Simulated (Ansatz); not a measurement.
# CCSD(T) against full CI for several species

Each species is computed at the geometry given (Å), with frozen cores, in Ansatz 0.2.0: RHF-CCSD(T) for singlets, UHF-CCSD(T) otherwise, and full CI in the same basis. The program picks the determinant by trial CCSD, so it needn't be the lowest Hartree–Fock solution. States: NH3⁺ A, HBO Σ⁺ or Δ, H2O A1. Cases whose determinant has another symmetry than full CI's state, or whose (Q) step broke down, weren't drawn.

Question: Judging by size, spin and bonding and the diagnostics given, rank them by the size of CCSD(T)'s error in total energy against full CI in the same basis, smallest first (an estimate).
A. NH$_{3}$⁺, doublet, 6-31G: N 0.015 0.006 -0.002; H 0.874 0.028 0.009; H -0.597 0.862 -0.002; H -0.490 -0.967 0.022. T1 0.007, (T) -22 meV in a correlation energy of -2.77 eV
B. HBO, singlet, 6-31G: B 0.000 0.000 0.008; O 0.000 0.000 -1.190; H 0.000 0.000 1.181. T1 0.024, (T) -180 meV in a correlation energy of -5.45 eV
C. H$_{2}$O, singlet, cc-pVDZ: O 0.000 -0.065 0.000; H 0.000 0.518 -0.762; H 0.000 0.518 0.762. T1 0.006, (T) -83 meV in a correlation energy of -5.83 eV

Answer: A (7.8 meV), C (17.4 meV), B (30.6 meV).

```
      species    basis  correlated electrons  CCSD(T) − full CI (meV)  CCSDT(Q) − full CI (meV)  unpaired electrons (full CI)     T1  ⟨S²⟩ of the determinant
NH3⁺, doublet    6-31G                     7                      7.8                      -0.1                          1.01  0.007                     0.76
 H2O, singlet  cc-pVDZ                     8                     17.4                      -0.3                          0.02  0.006                     0.00
 HBO, singlet    6-31G                    10                     30.6                      -3.9                          0.06  0.024                     0.00
```

Unpaired electrons are Σ n²(2−n)² over natural occupations; an open shell counts its own unpaired electrons too. Frozen cores follow each run's orbitals, which moves totals by a few meV.
